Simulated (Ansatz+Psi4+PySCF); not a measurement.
triplet S₂ in separate pieces: levels of theory in one basis

```xyz
2

S     0.0000    0.0000    0.9601
S     0.0000    0.0000   -4.8006
```

Basis set: cc-pV(T+d)Z (spherical functions). Frozen core: 10 orbitals. Correlation on ROHF uses semicanonical orbitals with singles. Charge 0, multiplicity 3.

Computed with Ansatz (development build ahead of 0.2.0); each method stands on the lowest determinant of its kind that the runs found.

```csv
method,E − E(ROHF) (eV),<S²> of the determinant
ROHF,0.00,2.00
UHF,-1.98,3.04
ROHF-MP2,-7.02,–
UHF-MP2,-8.17,3.04
UHF-CCSD,-9.61,3.04
UHF-CCSD(T),-9.94,3.04
```

Task: Is a single determinant a sound starting point here?

Result: It is doubtful. Unrestricted orbitals lower Hartree–Fock by 1.98 eV and <S²> is 3.04 where a pure state has 2.00, a sign of strong static correlation.

Caution: the determinant breaks the point group. Caution for ROHF, ROHF-MP2: an unrestricted determinant lies well below. Caution for UHF, UHF-MP2, UHF-CCSD, UHF-CCSD(T): the unrestricted determinant is a mixture of spin states. Caution for ROHF-MP2: bonds are stretched, where a single reference can fail. Caution for ROHF-MP2, UHF-MP2, UHF-CCSD(T): another reference gives a lower total. Caution for UHF-CCSD, UHF-CCSD(T): the program doubts this total.
